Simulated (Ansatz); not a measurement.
Saddle point of CH8BN, closed shell (CH₆BN ([BH2][NH][CH3]) + H₂ → CH₅N ([CH3][NH2]) + BH₃ (still joined by a long B–N bond); bonds formed: B1–H7, N2–H6; bonds broken: H6–H7; bonds weakened to dative contacts: B1–N2), PBE0-D4/def2-TZVP structure:

B1  (-0.673, 1.037, 0.100)
N2  (0.277, -0.124, 0.531)
C3  (0.380, -1.295, -0.308)
H4  (-1.318, 0.834, -0.890)
H5  (-1.166, 1.637, 1.013)
H6  (0.691, 1.122, 0.029)
H7  (0.275, 1.920, -0.352)
H8  (0.288, -0.317, 1.518)
H9  (0.624, -0.993, -1.329)
H10  (1.178, -1.955, 0.040)
H11  (-0.556, -1.866, -0.353)
(Å)

Energies are electronic, without zero-point energy. Barriers and step energies count from the start structure reached by relaxing down the imaginary mode; all methods use the PBE0-D4 structures, on which another method's saddle can fall below an end. Ansatz 0.2.0; basis: def2-TZVPP, with def2-QZVPP for the basis limit; cores frozen in the correlated methods. B3LYP uses VWN-RPA correlation. Extrapolation: Hartree–Fock as exp(−7.88 √X), correlation as X^−2.97.

```tsv
method	barrier (kJ/mol)	step energy (kJ/mol)
SPW92	101.5	-39.6
PBE-D4	139.9	-11.7
BLYP-D4	169.4	7.9
r2SCAN-D4	150.5	-11.9
B97M-V	161.6	-10.7
PBE0-D4	145.9	-18.6
B3LYP-D4	?	0.1
r2SCAN0-D4	?	-17.2
BHLYP-D4	180.5	-6.0
CAM-B3LYP-D4	167.6	-7.1
wB97X-V	163.0	-12.4
wB97M-V	164.8	-9.7
B2PLYP	?	-2.0
PBE-QIDH	155.4	-19.8
RPA on PBE	176.0	-6.0
HF	223.2	8.9
MP2	166.9	-9.8
CCSD	177.7	-10.4
CCSD(T)	172.1	-10.4
```

Q: Fill in the withheld barriers. (An estimate is asked for; the value comes from the calculation.)

A: Computed: r2SCAN0-D4 153.7; B3LYP-D4 170.8; B2PLYP 173.2 kJ/mol. Each is the energy of the saddle less that of the start structure, by the same method.

For comparison, the barrier by CCSD(T) at an estimated basis limit (MP2 extrapolated from triple and quadruple zeta, plus CCSD(T) − MP2 in triple zeta) is 170.6 kJ/mol.

No T1 diagnostic of these runs exceeds 0.013.

Labels in which every atom is bracketed show which atoms are joined, not bond orders.

For scale, one of the runs: CCSD(T)/def2-TZVPP, 205 basis functions, launched by `ansatz run in.yaml --threads 2 --pin off --events-out ev --progress --plain --max-ram 4352MiB`. Hardware: 2 CPU threads of an Intel Xeon Platinum 8259CL, shared host. Wall time 48 s; peak host memory 2.8 GiB.
